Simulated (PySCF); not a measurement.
**BNH4 (BH2(NH2)) at 6 levels**

Aim: a comparison of 6 runs (B2PLYP/STO-3G, B3LYP/STO-3G, M06-2X/STO-3G, CCSDT/STO-3G, CISD/STO-3G, FCI/STO-3G) of BNH4 (BH2(NH2)). 

The calculation is run with PySCF 2.14.0.

2 further runs of the same task are left out: 2 set aside as unsound or not needed.

### Step 1. The structure to begin with

BNH4 has 6 atoms, charge 0, and is taken as a singlet. As SMILES, `[H]B([H])N`. The B1–H3 distance was set to 2.108 Å, away from the relaxed value. At this shape a bond of the SMILES string is far longer than usual.

Bond lengths: B1–N4 1.378 Å, B1–H2 1.171 Å, N4–H5 1.007 Å, N4–H6 1.007 Å. Angles: B1–N4–H5 123.8°, B1–N4–H6 123.7°, H2–B1–N4 118.8°, H5–N4–H6 112.5°.

### Step 2. The energy at B2PLYP/STO-3G (run 1)

Input file run.py:

```python
from pyscf import gto, dft, mp

mol = gto.M(
    atom='''
B    0.678391  -0.126188   0.497859
H    1.666551  -0.047038   1.121649
H   -0.078600   1.496820  -0.614110
N   -0.008949  -1.320058   0.490339
H   -0.862859  -1.471918  -0.020851
H    0.287661  -2.138298   0.996169
''',
    max_memory=1860,
    basis='sto-3g',
    charge=0,
    spin=0,
    verbose=4,
)

mf = dft.RKS(mol, xc='0.53*HF + 0.47*B88, 0.73*LYP')
mf.conv_tol = 1e-10
mf.grids.level = 5
mf.kernel()
if not mf.converged:
    mf = mf.newton().run(mf.mo_coeff, mf.mo_occ)

pt = mp.MP2(mf, frozen=2).run()
etot = mf.e_tot + 0.27 * pt.e_corr
print('PT2 part  %.8f' % (0.27 * pt.e_corr))
print(f'total energy: {etot:.8f} hartree')
```

The run is started by

```bash
OMP_NUM_THREADS=1 python run.py
```

Output:

```text
PySCF version 2.14.0

[INPUT] num. atoms = 6
[INPUT] num. electrons = 16
[INPUT] charge = 0
[INPUT] spin (= nelec alpha-beta = 2S) = 0
[INPUT] symmetry False subgroup None
[INPUT] Mole.unit = angstrom
[INPUT] Symbol           X                Y                Z      unit          X                Y                Z       unit  Magmom
[INPUT]  1 B      0.678391000000  -0.126188000000   0.497859000000 AA    1.281973195370  -0.238460760207   0.940817158650 Bohr   0.0
[INPUT]  2 H      1.666551000000  -0.047038000000   1.121649000000 AA    3.149324962620  -0.088888937447   2.119609417892 Bohr   0.0
[INPUT]  3 H     -0.078600000000   1.496820000000  -0.614110000000 AA   -0.148532473391   2.828579857771  -1.160499710357 Bohr   0.0
[INPUT]  4 N     -0.008949000000  -1.320058000000   0.490339000000 AA   -0.016911159089  -2.494548088541   0.926606418193 Bohr   0.0
[INPUT]  5 H     -0.862859000000  -1.471918000000  -0.020851000000 AA   -1.630567194116  -2.781521897818  -0.039402679423 Bohr   0.0
[INPUT]  6 H      0.287661000000  -2.138298000000   0.996169000000 AA    0.543600506719  -4.040797592705   1.882486583782 Bohr   0.0

nuclear repulsion = 30.916251885225
number of shells = 10
number of NR pGTOs = 42
number of NR cGTOs = 14
basis = sto-3g
ecp = {}

******** <class 'pyscf.dft.rks.RKS'> ********
method = RKS
initial guess = minao
damping factor = 0
level_shift factor = 0
DIIS = <class 'pyscf.scf.diis.CDIIS'>
diis_start_cycle = 1
diis_space = 8
diis_damp = 0
SCF conv_tol = 1e-10
SCF conv_tol_grad = None
SCF max_cycles = 50
direct_scf = True
direct_scf_tol = 1e-13
XC library pyscf.dft.libxc version 7.0.0
    S. Lehtola, C. Steigemann, M. J.T. Oliveira, and M. A.L. Marques.,  SoftwareX 7, 1–5 (2018)
XC functionals = 0.53*HF + 0.47*B88, 0.73*LYP
    A. D. Becke.,  Phys. Rev. A 38, 3098 (1988)
    C. Lee, W. Yang, and R. G. Parr.,  Phys. Rev. B 37, 785 (1988)
    B. Miehlich, A. Savin, H. Stoll, and H. Preuss.,  Chem. Phys. Lett. 157, 200 (1989)
radial grids:
    Treutler-Ahlrichs [JCP 102, 346 (1995); DOI:10.1063/1.469408] (M4) radial grids

becke partition: Becke, JCP 88, 2547 (1988); DOI:10.1063/1.454033
pruning grids: <function nwchem_prune>
grids dens level: 5
symmetrized grids: False
atomic radii adjust function: <function treutler_atomic_radii_adjust>
small_rho_cutoff = 0
Set gradient conv threshold to 1e-05
Initial guess from minao.
tot grids = 179432
init E= -80.6189732326026
  HOMO = -0.197006964905565  LUMO = 0.0563546768223336  gap/eV = 6.89432
cycle= 1 E= -80.5921849478824  delta_E= 0.0268  |g|= 0.278  |ddm|= 2.71
  HOMO = -0.169766425369821  LUMO = 0.174539690067044  gap/eV = 9.36905
cycle= 2 E= -80.6012395100152  delta_E= -0.00905  |g|= 0.262  |ddm|= 0.82
  HOMO = -0.180958812430182  LUMO = 0.173744303296589  gap/eV = 9.65196
cycle= 3 E= -80.6289704302925  delta_E= -0.0277  |g|= 0.0294  |ddm|= 0.428
  HOMO = -0.192908611636986  LUMO = 0.163966505018517  gap/eV = 9.71107
cycle= 4 E= -80.6293773663695  delta_E= -0.000407  |g|= 0.00811  |ddm|= 0.0587
  HOMO = -0.194458870612168  LUMO = 0.163865543987657  gap/eV = 9.75050
cycle= 5 E= -80.6294056234386  delta_E= -2.83e-05  |g|= 0.0026  |ddm|= 0.0198
  HOMO = -0.193510365656447  LUMO = 0.164561331214262  gap/eV = 9.74363
cycle= 6 E= -80.6294096762394  delta_E= -4.05e-06  |g|= 0.000107  |ddm|= 0.00529
  HOMO = -0.193520463737592  LUMO = 0.164532748099727  gap/eV = 9.74312
cycle= 7 E= -80.6294096851115  delta_E= -8.87e-09  |g|= 1.97e-05  |ddm|= 0.000274
  HOMO = -0.193525336778692  LUMO = 0.164529905324593  gap/eV = 9.74318
cycle= 8 E= -80.6294096853555  delta_E= -2.44e-10  |g|= 1.77e-06  |ddm|= 4.84e-05
  HOMO = -0.193525531681165  LUMO = 0.164529660825515  gap/eV = 9.74318
cycle= 9 E= -80.6294096853571  delta_E= -1.55e-12  |g|= 2.31e-07  |ddm|= 3.97e-06
  HOMO = -0.193525568381219  LUMO = 0.164529625566839  gap/eV = 9.74318
Extra cycle  E= -80.6294096853571  delta_E= -7.11e-14  |g|= 9.53e-08  |ddm|= 4.53e-07
converged SCF energy = -80.6294096853571

******** <class 'pyscf.mp.mp2.RMP2'> ********
nocc = 6, nmo = 12
frozen orbitals 2
E(RMP2) = -80.7963983782546  E_corr = -0.166988692897481
E(SCS-RMP2) = -80.8144336697438  E_corr = -0.185023984386665
E_corr(same-spin) = -0.0177259004888221
E_corr(oppo-spin) = -0.149262792408659
PT2 part  -0.04508695
total energy: -80.67449663 hartree
```

It took 2 s on 1 thread of Arm Neoverse V2, shared host; peak memory 0.18 GiB.

### Step 3. A single-point energy at B3LYP/STO-3G (run 2)

Input file run.py:

```python
from pyscf import gto, dft

mol = gto.M(
    atom='''
B      1.281973    -0.238461     0.940817
H      3.149325    -0.088889     2.119609
H     -0.148532     2.828580    -1.160500
N     -0.016911    -2.494548     0.926606
H     -1.630567    -2.781522    -0.039403
H      0.543601    -4.040798     1.882487
''',
    max_memory=1860,
    verbose=3,
    basis='sto-3g',
    unit='bohr',
)

mf = dft.RKS(mol, xc='b3lyp')
mf.conv_tol = 1e-10
mf.grids.level = 5
mf.kernel()
if not mf.converged:
    mf = mf.newton().run(mf.mo_coeff, mf.mo_occ)

e_tot = mf.e_tot
print('Final energy', e_tot)
```

The run is started by

```bash
OMP_NUM_THREADS=1 python run.py
```

Output:

```text
converged SCF energy = -80.8295926725713
Final energy -80.8295926725713
```

It took 2.1 s on 1 thread of Arm Neoverse V2, shared host; peak memory 0.18 GiB.

Runs 3 to 5 aren't shown in full; the table further down has their settings and results.

### Step 4. A single-point energy at FCI/STO-3G (run 6)

Input file run.py:

```python
from pyscf import gto, mcscf
from pyscf import fci

mol = gto.M(
    atom='''
B      1.281973    -0.238461     0.940817
H      3.149325    -0.088889     2.119609
H     -0.148532     2.828580    -1.160500
N     -0.016911    -2.494548     0.926606
H     -1.630567    -2.781522    -0.039403
H      0.543601    -4.040798     1.882487
''',
    verbose=4,
    unit='bohr',
    max_memory=1860,
    basis='sto-3g',
    spin=0,
    charge=0,
)

calc0 = mol.RHF()
calc0.conv_tol = 1e-10
calc0.kernel()
if not calc0.converged:
    calc0 = calc0.newton().run(calc0.mo_coeff, calc0.mo_occ)

cas = mcscf.CASCI(calc0, calc0.mo_coeff.shape[-1] - 2, (mol.nelec[0] - 2, mol.nelec[1] - 2))  # full CI above the frozen core
cas.fcisolver = fci.direct_spin0.FCI(mol)  # even spin states alone
cas.kernel()
print('<S^2> = %.4f' % cas.fcisolver.spin_square(cas.ci, cas.ncas, cas.nelecas)[0])
etot = cas.e_tot
print(f'total energy: {etot:.8f} hartree')
```

The run is started by

```bash
OMP_NUM_THREADS=1 python run.py
```

Output:

```text
PySCF version 2.14.0

[INPUT] num. atoms = 6
[INPUT] num. electrons = 16
[INPUT] charge = 0
[INPUT] spin (= nelec alpha-beta = 2S) = 0
[INPUT] symmetry False subgroup None
[INPUT] Mole.unit = bohr
[INPUT] Symbol           X                Y                Z      unit          X                Y                Z       unit  Magmom
[INPUT]  1 B      0.678390896615  -0.126188126893   0.497858916046 AA    1.281973000000  -0.238461000000   0.940817000000 Bohr   0.0
[INPUT]  2 H      1.666551019781  -0.047038033101   1.121648778861 AA    3.149325000000  -0.088889000000   2.119609000000 Bohr   0.0
[INPUT]  3 H     -0.078599749492   1.496820075264  -0.614110153273 AA   -0.148532000000   2.828580000000  -1.160500000000 Bohr   0.0
[INPUT]  4 N     -0.008948915814  -1.320057953146   0.490338778702 AA   -0.016911000000  -2.494548000000   0.926606000000 Bohr   0.0
[INPUT]  5 H     -0.862858897278  -1.471918054073  -0.020851169642 AA   -1.630567000000  -2.781522000000  -0.039403000000 Bohr   0.0
[INPUT]  6 H      0.287661261033  -2.138298215531   0.996169220253 AA    0.543601000000  -4.040798000000   1.882487000000 Bohr   0.0

nuclear repulsion = 30.9162525047238
number of shells = 10
number of NR pGTOs = 42
number of NR cGTOs = 14
basis = sto-3g
ecp = {}

******** <class 'pyscf.scf.hf.RHF'> ********
method = RHF
initial guess = minao
damping factor = 0
level_shift factor = 0
DIIS = <class 'pyscf.scf.diis.CDIIS'>
diis_start_cycle = 1
diis_space = 8
diis_damp = 0
SCF conv_tol = 1e-10
SCF conv_tol_grad = None
SCF max_cycles = 50
direct_scf = True
direct_scf_tol = 1e-13
Set gradient conv threshold to 1e-05
[... 1 set-up line as earlier in the session ...]
init E= -80.2466741649145
  HOMO = -0.178586808233807  LUMO = 0.129645651847642  gap/eV = 8.38743
cycle= 1 E= -80.209384776337  delta_E= 0.0373  |g|= 0.277  |ddm|= 2.68
  HOMO = -0.214513163519543  LUMO = 0.264096027129758  gap/eV = 13.02362
cycle= 2 E= -80.2501278976221  delta_E= -0.0407  |g|= 0.105  |ddm|= 0.61
  HOMO = -0.236245032185607  LUMO = 0.270417207908716  gap/eV = 13.78698
cycle= 3 E= -80.2547893044577  delta_E= -0.00466  |g|= 0.0287  |ddm|= 0.172
  HOMO = -0.250575002470971  LUMO = 0.261964719099775  gap/eV = 13.94692
cycle= 4 E= -80.2552621420869  delta_E= -0.000473  |g|= 0.00307  |ddm|= 0.0599
  HOMO = -0.248558914108346  LUMO = 0.262200191862341  gap/eV = 13.89846
cycle= 5 E= -80.2552681243441  delta_E= -5.98e-06  |g|= 0.000891  |ddm|= 0.00616
  HOMO = -0.248769649113619  LUMO = 0.262235796367799  gap/eV = 13.90517
cycle= 6 E= -80.2552685935135  delta_E= -4.69e-07  |g|= 0.000286  |ddm|= 0.00175
  HOMO = -0.248858797377885  LUMO = 0.262198388495304  gap/eV = 13.90657
cycle= 7 E= -80.2552686596308  delta_E= -6.61e-08  |g|= 5.04e-05  |ddm|= 0.000795
  HOMO = -0.248852895535142  LUMO = 0.262183033635603  gap/eV = 13.90600
cycle= 8 E= -80.2552686616461  delta_E= -2.02e-09  |g|= 6.98e-06  |ddm|= 0.000143
  HOMO = -0.248854826901704  LUMO = 0.262183815414605  gap/eV = 13.90607
cycle= 9 E= -80.2552686616862  delta_E= -4.02e-11  |g|= 9.38e-07  |ddm|= 1.75e-05
  HOMO = -0.248854767209652  LUMO = 0.262183613182111  gap/eV = 13.90606
Extra cycle  E= -80.2552686616869  delta_E= -7.25e-13  |g|= 3.35e-07  |ddm|= 1.55e-06
converged SCF energy = -80.2552686616869

******** <class 'pyscf.mcscf.casci.CASCI'> ********
CAS (6e+6e, 12o), ncore = 2, nvir = 0
natorb = False
canonicalization = True
sorting_mo_energy = False
******** <class 'pyscf.fci.direct_spin0.FCISolver'> ********
max. cycles = 100
conv_tol = 1e-10
davidson only = False
linear dependence = 1e-14
level shift = 0.001
max iter space = 12
nroots = 1
pspace_size = 400
spin = None
Density matrix diagonal elements [1.98695899 1.97732489 1.97456541 1.97330353 1.95451741 1.76166617
 0.24189355 0.04695651 0.02237059 0.02291642 0.01887131 0.01865523]
CASCI converged
CASCI E = -80.4368395356954  E(CI) = -32.3738213963661  S^2 = 0.0000000
<S^2> = 0.0000
total energy: -80.43683954 hartree
```

Run time: 11 s. Hardware: 1 thread of Arm Neoverse V2, shared host; peak memory 0.3 GiB.

### Step 5. All runs side by side

```
run          level  frozen core orbitals  integration grid  energy (Eh)  dipole moment (D) of the reference  HOMO energy (eV)  LUMO energy (eV)  wall time
  1  B2PLYP/STO-3G                     2                 5   -80.674497                                2.73             -5.27              4.48        2 s
  2   B3LYP/STO-3G                     –                 5   -80.829593                                2.87             -4.18              2.66      2.1 s
  3  M06-2X/STO-3G                     –                 5   -80.805264                                2.79             -5.36              4.13      2.6 s
  4   CCSDT/STO-3G                     2                 –   -80.437205                                2.58             -6.77              7.13     0.76 s
  5    CISD/STO-3G                     2                 –   -80.416634                                2.58             -6.77              7.13     0.56 s
  6     FCI/STO-3G                     2                 –   -80.436840                                2.58             -6.77              7.13       11 s
```

### Step 6. Outcome

| quantity | value |
| --- | --- |
| run 6: total energy | -80.43684 Eh |
| run 6: dipole moment (Hartree–Fock density) | 2.58 D |
| run 6: HOMO energy (Hartree–Fock orbitals) | -6.77 eV |
| run 6: LUMO energy (Hartree–Fock orbitals) | 7.13 eV |
| run 6: HOMO–LUMO gap (Hartree–Fock orbitals) | 13.91 eV |
| run 6: correlation energy (2 core orbitals frozen) | -181.6 mEh |

Against full CI in this basis: CCSDT -0.4 mEh; CISD +20.2 mEh. Over runs 1, 2, 3 the dipole moment (its size) runs from 2.73 D (B2PLYP/STO-3G) to 2.87 D (B3LYP/STO-3G). A double hybrid's value is that of its SCF part. Over runs 1, 2, 3 the HOMO–LUMO gap runs from 6.84 eV (B3LYP/STO-3G) to 9.74 eV (B2PLYP/STO-3G). Totals of different functionals can't be ranked against each other. In runs 1, 2, 3, 4, 5, 6 the basis is minimal, so the values are rough. All runs together took 19 s, the longest 11 s.
